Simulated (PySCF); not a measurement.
System (SMILES): C=C=O.
Geometry (B3LYP-D3(BJ)/def2-TZVP, fixed):
```xyz
5

C      0.0091     0.0017    -1.2056
C     -0.0008    -0.0001     0.1027
H      0.0282     0.9401    -1.7377
H     -0.0018    -0.9351    -1.7406
O     -0.0096    -0.0018     1.2620
```

Basis-set convergence of the lowest singlet excitation energy at CAM-B3LYP with PySCF. Tamm-Dancoff approximation; the state is taken by its order, and sets in which it differs in degeneracy or brightness are left out, yet its character can still change. All functions are spherical. Density fitting with generated auxiliary sets. No added dispersion term, no relativity. Reference: the value in d-aug-cc-pVTZ, 3.933 eV, itself unsure by roughly 0.002 eV (its mean distance from aug-pcseg-2, aug-cc-pVTZ).

| basis | functions | lowest singlet excitation energy (eV) |
|---|---|---|
| cc-pVDZ | 52 | 3.934 |
| 6-311G** | 66 | (withheld) |
| def2-SVPD | 79 | (withheld) |
| aug-cc-pVDZ | 87 | (withheld) |
| aug-pcseg-1 | 87 | 3.912 |
| 6-311++G(2d,2p) | 101 | 3.913 |
| def2-TZVP | 105 | 3.941 |
| cc-pVTZ | 118 | 3.953 |
| pcseg-2 | 118 | 3.935 |
| def2-TZVPP | 121 | 3.944 |
| 6-311++G(3df,3pd) | 153 | 3.931 |
| aug-pcseg-2 | 184 | 3.929 |
| cc-pVQZ | 225 | 3.942 |

Question: What belongs in the gaps?

Answer: 
- 6-311G**, lowest singlet excitation energy (eV): 3.938
- def2-SVPD, lowest singlet excitation energy (eV): 3.907
- aug-cc-pVDZ, lowest singlet excitation energy (eV): 3.910
